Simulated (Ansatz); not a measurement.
Ansatz (a program for electronic structure) input (PBE/LANL2DZ): The .json file is the Basis Set Exchange's LANL2DZ.

Ansatz 0.2 input:
```yaml
crystal:
  periodic: [false, false, false]
  atoms:
    - {symbol: C, position_ang: [0.00394345, 0.00524516, 0.76725426]}
    - {symbol: Cl, position_ang: [-0.01752138, 1.48253369, -0.22626440]}
    - {symbol: Cl, position_ang: [0.01529894, -1.48548974, -0.20614288]}
    - {symbol: H, position_ang: [-0.89039947, -0.00050138, 1.37837936]}
    - {symbol: H, position_ang: [0.90452024, 0.01928333, 1.36901878]}
basis:
  gaussian:
    orbitals: LANL2DZ.json
hamiltonian:
  xc: {name: PBE}
output: {forces: true}
```

Problem. What final total energy does it give?

Solution. -69.10913 Eh.
